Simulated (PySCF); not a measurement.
How the functional moves excitation energies

Species: C₅H₇Cl.
InChI=1S/C5H7Cl/c1-5-2-3(5)4(5)6/h3-4H,2H2,1H3/t3-,4+,5-/m1/s1

Linear-response calculations in the def2-SVPD basis (PySCF; singlets by full response, triplets Tamm–Dancoff, core orbitals frozen in the response; HF means time-dependent Hartree–Fock). 'Strongest' is the level of largest summed f among the singlets computed (10 roots, of which the last may lack a degenerate partner); it can jump between rows when another state enters that window. S1 is the lowest singlet of each run and needn't be the same state throughout; f(S1) is that of one state. Isolated species at its PBE0-D3(BJ)/def2-SVP geometry, gas phase.

```
functional                               kind  S1 (eV)  f(S1)  strongest (eV)  T1 (eV)  HOMO (eV)  gap (eV)  ionisation energy, ΔSCF (eV)
       LDA                                LDA     6.37  0.024            7.46     6.10      -6.49      6.22                          9.93
       PBE                                GGA     6.32  0.018            7.43     6.05      -6.37      6.22                          9.27
     B3LYP  global hybrid, 20% exact exchange     6.74  0.013            7.86     6.40      -7.30      7.63                          9.45
      PBE0  global hybrid, 25% exact exchange     7.01  0.018            8.11     6.49      -7.51      8.14                          9.45
 BHandHLYP  global hybrid, 50% exact exchange     7.37  0.008            8.50     6.73      -8.54      9.63                          9.41
 CAM-B3LYP             range-separated hybrid     7.20  0.009            8.31     6.55      -8.80     10.05                          9.54
   wB97X-D             range-separated hybrid     7.29  0.005            8.37     6.65      -9.31     11.57                          9.49
   LC-wPBE             range-separated hybrid     7.49  0.003            9.26     6.70     -10.12     12.44                          9.66
        HF                       Hartree–Fock     8.13  0.003            9.40     6.95     -10.10     12.65                   not settled
```

S1 runs from 6.32 eV (PBE) to 8.13 eV (HF), a spread of 1.81 eV, while the orbital gap spreads over 6.4 eV. Along PBE (0%), B3LYP (20%), PBE0 (25%), BHandHLYP (50%), HF (100%) S1 rises with the share of exact exchange. −ε(HOMO) comes closest to its own ΔSCF ionisation energy with wB97X-D (-0.18 eV) and misses most with LDA (-3.44 eV). 'Not settled' means that the ion's SCF failed to converge or may have ended in another state than the lowest.
